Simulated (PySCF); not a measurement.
# AlSiNH8 (SMILES [AlH3-][NH2+][SiH3]): levels of theory compared

Aim: a comparison of 6 runs (HF/3-21G, CAM-B3LYP/3-21G, B3LYP/6-31G*, PBE0/def2-SVP, M06-2X/def2-SVPD, M06-2X/def2-TZVP) of AlSiNH8. The job is set up through a Python script.

Program for the calculation: PySCF 2.14.0.

### 1 The structure to begin with

AlSiNH8 has 11 atoms, charge 0, and is taken as a singlet. As SMILES, `[AlH3-][NH2+][SiH3]`. Geometry: relaxed at PBE0-D4/def2-TZVP.

Bond lengths: Al1–N2 2.069 Å, N2–Si3 1.792 Å, Al1–H4 1.609 Å, Al1–H5 1.602 Å, Al1–H6 1.601 Å, N2–H7 1.016 Å, N2–H8 1.016 Å, Si3–H9 1.487 Å, Si3–H10 1.476 Å, Si3–H11 1.475 Å. Some angles: Al1–N2–Si3 109.4°, Al1–N2–H7 107.3°, Al1–N2–H8 107.7°, Si3–N2–H7 112.7°, Si3–N2–H8 112.4°, N2–Al1–H4 97.1°, N2–Al1–H5 100.0°, N2–Al1–H6 101.1°, N2–Si3–H9 108.4°, N2–Si3–H10 107.2°.

### 2 Energy and forces at HF/3-21G (run 1)

Input file input.py:

```python
from pyscf import gto

mol = gto.M(
    atom=[
    ('Al', (-0.900100, 1.211100, -0.740800)),
    ('N', (-0.028300, 0.143500, 0.802700)),
    ('Si', (0.876200, -1.248700, 0.128600)),
    ('H', (-0.721100, 0.091900, -1.882400)),
    ('H', (0.093800, 2.465300, -0.806700)),
    ('H', (-2.377200, 1.435300, -0.165100)),
    ('H', (0.566700, 0.786500, 1.316700)),
    ('H', (-0.768500, -0.144800, 1.435900)),
    ('H', (1.651500, -1.882900, 1.228300)),
    ('H', (1.794800, -0.716800, -0.896700)),
    ('H', (-0.122500, -2.197400, -0.400100)),
],
    basis='3-21g',
    verbose=3,
    max_memory=1860,
)

mf = mol.RHF()
mf.conv_tol = 1e-10
mf.kernel()
if not mf.converged:
    mf = mf.newton().run(mf.mo_coeff, mf.mo_occ)

e_tot = mf.e_tot
print(f'total energy: {e_tot:.8f} hartree')
grad = mf.nuc_grad_method().kernel()
mf.analyze()
```

Launch:

```bash
$ OMP_NUM_THREADS=1 python input.py
```

Output:

```text
converged SCF energy = -586.787202702634
total energy: -586.78720270 hartree
--------------- RHF gradients ---------------
         x                y                z
0 Al    -0.0021702098     0.0035428764    -0.0071546166
1 N     0.0073269832    -0.0113464333    -0.0083760719
2 Si    -0.0099479690     0.0145960267     0.0071468435
3 H     0.0012290995     0.0002468277     0.0039061651
4 H    -0.0021290429    -0.0042005780     0.0011324348
5 H     0.0045034567    -0.0014640137    -0.0005904797
6 H     0.0023960212    -0.0011158109     0.0024332597
7 H     0.0005795140    -0.0025754040     0.0026204414
8 H     0.0000276084     0.0000554974     0.0000381656
9 H    -0.0004054838     0.0017314223    -0.0007214441
10 H    -0.0014099775     0.0005295893    -0.0004346979
----------------------------------------------
**** MO energy ****
MO #1   energy= -68.3510011703881  occ= 2
MO #2   energy= -58.0101776451997  occ= 2
MO #3   energy= -15.5466859052362  occ= 2
MO #4   energy= -6.1587062814562   occ= 2
MO #5   energy= -4.81685508612132  occ= 2
MO #6   energy= -4.25475700455803  occ= 2
MO #7   energy= -4.25432031012109  occ= 2
MO #8   energy= -4.25408432142245  occ= 2
MO #9   energy= -3.12091515563189  occ= 2
MO #10  energy= -3.12081718778549  occ= 2
MO #11  energy= -3.12032507007081  occ= 2
MO #12  energy= -1.21921622568509  occ= 2
MO #13  energy= -0.778753542049418 occ= 2
MO #14  energy= -0.720992889849745 occ= 2
MO #15  energy= -0.635169554987006 occ= 2
MO #16  energy= -0.58209482693143  occ= 2
MO #17  energy= -0.514861351423201 occ= 2
MO #18  energy= -0.505192574808367 occ= 2
MO #19  energy= -0.465947781613976 occ= 2
MO #20  energy= -0.383887102175248 occ= 2
MO #21  energy= -0.381639099112699 occ= 2
MO #22  energy= 0.10950683513426   occ= 0
MO #23  energy= 0.160184810664824  occ= 0
MO #24  energy= 0.185218720830493  occ= 0
MO #25  energy= 0.191393747545119  occ= 0
MO #26  energy= 0.212005810288211  occ= 0
MO #27  energy= 0.21858048970745   occ= 0
MO #28  energy= 0.257082353331457  occ= 0
MO #29  energy= 0.283053538184762  occ= 0
MO #30  energy= 0.286831657505443  occ= 0
MO #31  energy= 0.355280875982602  occ= 0
MO #32  energy= 0.374867331344273  occ= 0
MO #33  energy= 0.423999094827871  occ= 0
MO #34  energy= 0.430826431314643  occ= 0
MO #35  energy= 0.454819578881839  occ= 0
MO #36  energy= 0.475704564912625  occ= 0
MO #37  energy= 0.480931621600009  occ= 0
MO #38  energy= 0.521814278265122  occ= 0
MO #39  energy= 0.613843474635454  occ= 0
MO #40  energy= 1.18518440935844   occ= 0
MO #41  energy= 1.26157475509105   occ= 0
MO #42  energy= 1.31689577680192   occ= 0
MO #43  energy= 1.33022056792798   occ= 0
MO #44  energy= 1.34238182216648   occ= 0
MO #45  energy= 1.43101388330085   occ= 0
MO #46  energy= 1.43355523303398   occ= 0
MO #47  energy= 1.46698289915406   occ= 0
MO #48  energy= 1.53427402810224   occ= 0
MO #49  energy= 1.54891080284275   occ= 0
MO #50  energy= 1.57941397347655   occ= 0
MO #51  energy= 2.60119000292774   occ= 0
 ** Mulliken atomic charges  **
charge of    0Al =      0.31228
charge of    1N =     -0.60885
charge of    2Si =      0.69941
charge of    3H =     -0.21306
charge of    4H =     -0.19443
charge of    5H =     -0.19258
charge of    6H =      0.24305
charge of    7H =      0.24282
charge of    8H =     -0.11883
charge of    9H =     -0.08422
charge of   10H =     -0.08558
Dipole moment(X, Y, Z, Debye):  2.30522, -2.87726,  3.96703
```

Run time: 2.3 s. Hardware: 1 thread of Intel Xeon at 2.70GHz, shared host; peak memory 0.13 GiB.

### 3 Energy and gradient at CAM-B3LYP/3-21G (run 2)

Input file input.py:

```python
import pyscf.grad
from pyscf import gto, dft

system = gto.M(
    atom='''
Al  -0.900100   1.211100  -0.740800
N   -0.028300   0.143500   0.802700
Si   0.876200  -1.248700   0.128600
H   -0.721100   0.091900  -1.882400
H    0.093800   2.465300  -0.806700
H   -2.377200   1.435300  -0.165100
H    0.566700   0.786500   1.316700
H   -0.768500  -0.144800   1.435900
H    1.651500  -1.882900   1.228300
H    1.794800  -0.716800  -0.896700
H   -0.122500  -2.197400  -0.400100
''',
    basis='3-21g',
    max_memory=1860,
    verbose=3,
)

mf = dft.RKS(system, xc='cam-b3lyp')
mf.grids.level = 5
mf.conv_tol = 1e-10
mf.kernel()
if not mf.converged:
    mf = mf.newton().run(mf.mo_coeff, mf.mo_occ)

e_tot = mf.e_tot
print('Final energy', e_tot)
grad = mf.Gradients().kernel()
mf.analyze()
```

Launch:

```bash
$ OMP_NUM_THREADS=1 python input.py
```

Output:

```text
converged SCF energy = -588.260269981668
Final energy -588.260269981668
--------------- RKS gradients ---------------
         x                y                z
0 Al    -0.0029648108     0.0046318817    -0.0065778488
1 N     0.0079515994    -0.0106591035     0.0046018994
2 Si    -0.0089139864     0.0127668525     0.0064560762
3 H     0.0008050129     0.0004964101     0.0030676982
4 H    -0.0018821053    -0.0032350409     0.0006958844
5 H     0.0035496907    -0.0010432613    -0.0007645284
6 H    -0.0054418792    -0.0083628082    -0.0034487186
7 H     0.0093207152     0.0017499608    -0.0046956901
8 H    -0.0015986507     0.0015049365    -0.0020017489
9 H    -0.0017757130     0.0002594698     0.0016565594
10 H     0.0009513205     0.0018905930     0.0010099043
----------------------------------------------
**** MO energy ****
MO #1   energy= -65.7744914039246  occ= 2
MO #2   energy= -55.6577857031434  occ= 2
MO #3   energy= -14.38280819166    occ= 2
MO #4   energy= -5.37194885146228  occ= 2
MO #5   energy= -4.12833658860877  occ= 2
MO #6   energy= -3.730459917377    occ= 2
MO #7   energy= -3.7281226676877   occ= 2
MO #8   energy= -3.72809321323696  occ= 2
MO #9   energy= -2.67865657836441  occ= 2
MO #10  energy= -2.67547222218971  occ= 2
MO #11  energy= -2.67528857973352  occ= 2
MO #12  energy= -1.00636695656402  occ= 2
MO #13  energy= -0.668698898345063 occ= 2
MO #14  energy= -0.619109474235673 occ= 2
MO #15  energy= -0.537047562754122 occ= 2
MO #16  energy= -0.497778654258441 occ= 2
MO #17  energy= -0.445354242759403 occ= 2
MO #18  energy= -0.435247039092602 occ= 2
MO #19  energy= -0.387766084571553 occ= 2
MO #20  energy= -0.32171130837883  occ= 2
MO #21  energy= -0.319204805637125 occ= 2
MO #22  energy= 0.0322652561102936 occ= 0
MO #23  energy= 0.0925816187081723 occ= 0
MO #24  energy= 0.108682047827376  occ= 0
MO #25  energy= 0.122860489172361  occ= 0
MO #26  energy= 0.132567597783284  occ= 0
MO #27  energy= 0.151329897570921  occ= 0
MO #28  energy= 0.165673947299493  occ= 0
MO #29  energy= 0.178030430731896  occ= 0
MO #30  energy= 0.184779401039787  occ= 0
MO #31  energy= 0.247239239522833  occ= 0
MO #32  energy= 0.284873022779045  occ= 0
MO #33  energy= 0.31521138441156   occ= 0
MO #34  energy= 0.321816770911441  occ= 0
MO #35  energy= 0.347227465037103  occ= 0
MO #36  energy= 0.357911807038846  occ= 0
MO #37  energy= 0.36527744673016   occ= 0
MO #38  energy= 0.402242085209887  occ= 0
MO #39  energy= 0.48562384486146   occ= 0
MO #40  energy= 1.00231652414675   occ= 0
MO #41  energy= 1.0597239410047    occ= 0
MO #42  energy= 1.12531910743644   occ= 0
MO #43  energy= 1.13078538395598   occ= 0
MO #44  energy= 1.14190804530711   occ= 0
MO #45  energy= 1.22089261134392   occ= 0
MO #46  energy= 1.22940328885129   occ= 0
MO #47  energy= 1.26212425661225   occ= 0
MO #48  energy= 1.28417918048766   occ= 0
MO #49  energy= 1.30133420625494   occ= 0
MO #50  energy= 1.32029960183268   occ= 0
MO #51  energy= 2.35113379034623   occ= 0
 ** Mulliken atomic charges  **
charge of    0Al =      0.15568
charge of    1N =     -0.54062
charge of    2Si =      0.55395
charge of    3H =     -0.16735
charge of    4H =     -0.15125
charge of    5H =     -0.14967
charge of    6H =      0.24141
charge of    7H =      0.24118
charge of    8H =     -0.08387
charge of    9H =     -0.04897
charge of   10H =     -0.05051
Dipole moment(X, Y, Z, Debye):  2.29189, -2.86138,  3.92261
```

Run time: 31 s. Hardware: 1 thread of Intel Xeon at 2.70GHz, shared host; peak memory 0.54 GiB.

Runs 3 to 5 aren't shown in full; the table further down has their settings and results.

### 4 Energy and forces at M06-2X/def2-TZVP (run 6)

Input file job.py:

```python
from pyscf import gto, dft

system = gto.Mole()
system.atom = '''
Al  -0.900100   1.211100  -0.740800
N   -0.028300   0.143500   0.802700
Si   0.876200  -1.248700   0.128600
H   -0.721100   0.091900  -1.882400
H    0.093800   2.465300  -0.806700
H   -2.377200   1.435300  -0.165100
H    0.566700   0.786500   1.316700
H   -0.768500  -0.144800   1.435900
H    1.651500  -1.882900   1.228300
H    1.794800  -0.716800  -0.896700
H   -0.122500  -2.197400  -0.400100
'''
system.basis = 'def2-tzvp'
system.charge = 0
system.max_memory = 1860
system.verbose = 3
system.build()

ks = dft.RKS(system)
ks.xc = 'm06-2x'
ks.conv_tol = 1e-10
ks.grids.level = 5
ks.kernel()
if not ks.converged:
    ks = ks.newton().run(ks.mo_coeff, ks.mo_occ)

etot = ks.e_tot
print('Final energy', etot)
grad = ks.nuc_grad_method().kernel()
ks.analyze()
```

Launch:

```bash
$ OMP_NUM_THREADS=1 python job.py
```

Output:

```text
converged SCF energy = -591.461329389129
[... 19 lines left out ...]
MO #10  energy= -2.82849466592413  occ= 2
[... 12 lines left out ...]
MO #23  energy= 0.0536258505269632 occ= 0
[... 12 lines left out ...]
MO #36  energy= 0.212747815257792  occ= 0
[... 12 lines left out ...]
MO #49  energy= 0.417056521769853  occ= 0
[... 12 lines left out ...]
MO #62  energy= 0.751654427333816  occ= 0
[... 12 lines left out ...]
MO #75  energy= 1.01404297929049   occ= 0
[... 12 lines left out ...]
MO #88  energy= 1.42798866125565   occ= 0
[... 12 lines left out ...]
MO #101 energy= 1.9021621759787    occ= 0
[... 12 lines left out ...]
MO #114 energy= 2.21618798904771   occ= 0
[... 12 lines left out ...]
MO #127 energy= 2.80681822104846   occ= 0
[... 12 lines left out ...]
MO #140 energy= 4.86778027306025   occ= 0
[... 12 lines left out ...]
MO #153 energy= 31.8888168527479   occ= 0
[... 12 lines left out ...]
Dipole moment(X, Y, Z, Debye):  2.05526, -2.59449,  3.53950
```

Wall time 2.6 min (1 thread of Intel Xeon at 2.70GHz, shared host); peak memory 1.8 GiB.

### 5 Overview of the runs

```
run                               level  integration grid  energy (Eh)  dipole moment (D)  HOMO energy (eV)  LUMO energy (eV)  wall time
  1                            HF/3-21G                 –  -586.787203               5.42            -10.38              2.98      2.3 s
  2                     CAM-B3LYP/3-21G                 5  -588.260270               5.37             -8.69              0.88       31 s
  3  B3LYP/6-31G* (spherical functions)                 5  -591.503159               5.04             -7.18             -0.64       36 s
  4                       PBE0/def2-SVP                 5  -590.972577               4.97             -7.45             -0.37       35 s
  5                    M06-2X/def2-SVPD                 5  -591.221434               4.84             -8.65             -0.19    1.8 min
  6                    M06-2X/def2-TZVP                 5  -591.461329               4.85             -8.63             -0.03    2.6 min
```

### 6 Summary of results

| quantity | value |
| --- | --- |
| run 6: total energy | -591.46133 Eh |
| run 6: dipole moment | 4.85 D |
| run 6: HOMO energy | -8.63 eV |
| run 6: LUMO energy | -0.03 eV |
| run 6: HOMO–LUMO gap | 8.61 eV |
| run 6: largest force on an atom | 0.205 eV/Å |

The dipole moment (its size) runs from 4.84 D (M06-2X/def2-SVPD) to 5.42 D (HF/3-21G). The two ends differ in method and basis. The HOMO–LUMO gap runs from 6.54 eV (B3LYP/6-31G*) to 13.36 eV (HF/3-21G). Totals of different functionals can't be ranked against each other. All runs together took 6.1 min, the longest 2.6 min.
